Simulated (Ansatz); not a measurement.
We consider rock-salt RbBr, described by r²SCANh (plane waves, PAW; Ansatz, a program for electronic structure).

Settings: plane-wave cutoff 600 eV, 6×6×6 k mesh, scalar-relativistic PAW data made under PBE.

Computed at the level's own relaxed cell.

```xyz
2
Lattice="0.0000 3.4594 3.4594 3.4594 0.0000 3.4594 3.4594 3.4594 0.0000" Properties=species:S:1:pos:R:3 pbc="T T T"
Rb     0.0000     0.0000     0.0000
Br     3.4594     3.4594     3.4594
```

Give the elastic tensor (Voigt notation, GPa, ions relaxed, in the Cartesian axes of the cell as printed).


```
   34.5     3.9     3.9     0.0     0.0     0.0
    3.9    34.5     3.9     0.0     0.0     0.0
    3.9     3.9    34.5     0.0     0.0     0.0
    0.0     0.0     0.0     4.0     0.0     0.0
    0.0     0.0     0.0     0.0     4.0     0.0
    0.0     0.0     0.0     0.0     0.0     4.0
```

Measured, for comparison: elastic constant C11 38.6 GPa (4 K, zero-point motion not removed, our sources range from 37.2 to 38.6; as tabulated in X. Wang et al., RSC Advances (2016)); elastic constant C12 4.74 GPa, elastic constant C44 4.08 GPa (4 K, zero-point motion not removed; as tabulated in X. Wang et al., RSC Advances (2016)). Computed (rounded) less measured: elastic constant C11 -11 % (-7 % to -11 % over the range), elastic constant C12 -18 %, elastic constant C44 -1 %.
